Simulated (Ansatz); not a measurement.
Compare A (`C=C=NC`) with its isomer B (`CN1C=C1`).

Program: Ansatz. Geometries: PBE0-D4/def2-TZVP. ΔE: electronic, gas phase. CCSD(T)/CBS adds triple-zeta CCSD(T) − MP2 to the extrapolated MP2 energy (def2 sets, frozen cores). Functionals use def2-TZVPP. B3LYP here is the variant with VWN-RPA as its local correlation; programs differ in this.

A:

```xyz
9

C    -0.4491    1.5119    1.1986
C    -0.3884    0.6893    0.1833
N    -0.3861   -0.0244   -0.7948
C     0.3987   -1.2345   -0.9153
H    -1.1835    1.3631    1.9785
H     0.2300    2.3512    1.2630
H    -0.2753   -2.0705   -1.1109
H     0.9949   -1.4480   -0.0232
H     1.0589   -1.1382   -1.7792
```

B:

Z-matrix (Å, degrees):
```
C
N 1 1.462
H 1 1.100 2 113.1
H 1 1.093 2 109.0 3 -121.2
H 1 1.094 2 109.0 3 121.2
C 2 1.487 1 113.6 3 -28.0
C 2 1.488 1 113.6 3 27.7
H 6 1.075 2 138.5 1 -82.8
H 7 1.075 2 138.5 1 83.0
```

(1) Which isomer does CCSD(T)/CBS put lower? Give the gap. (Best estimate.)

(2) Give E(B) − E(A) in kcal/mol with MP2/def2-TZVPP, CCSD(T)/def2-TZVPP, BLYP-D4, ωB97M-V, B3LYP-D4, B3LYP, CCSD(T)/def2-SVP. (Estimate.)

(3) Does the order hold for the free energy at 298.15 K (harmonic terms from PBE0-D4)? (Best estimate.)

Largest T1 diagnostic: 0.014.

Answers

(1) Computed: A, by 52.1 kcal/mol.

(2) The calculation gave: MP2/def2-TZVPP 52.6, CCSD(T)/def2-TZVPP 53.3, BLYP-D4 59.0, ωB97M-V 54.2, B3LYP-D4 58.6, B3LYP 59.1, CCSD(T)/def2-SVP 54.1. None reverses the order clearly.

(3) The calculation gave: Yes: G(B) − G(A) = +51.7 kcal/mol.

From r2SCAN to r2SCAN0 (25 % exact exchange), in def2-TZVPP and without D4, E(B) − E(A) moves by −1.1 kcal/mol. Leaving LDA and LC-ωPBE aside and taking each functional with its dispersion term where it has one, the values, not all of them listed here, spread over 6.1 kcal/mol, from ωB97X-V to BLYP-D4. LDA lies −1.4 kcal/mol from PBE without D4.
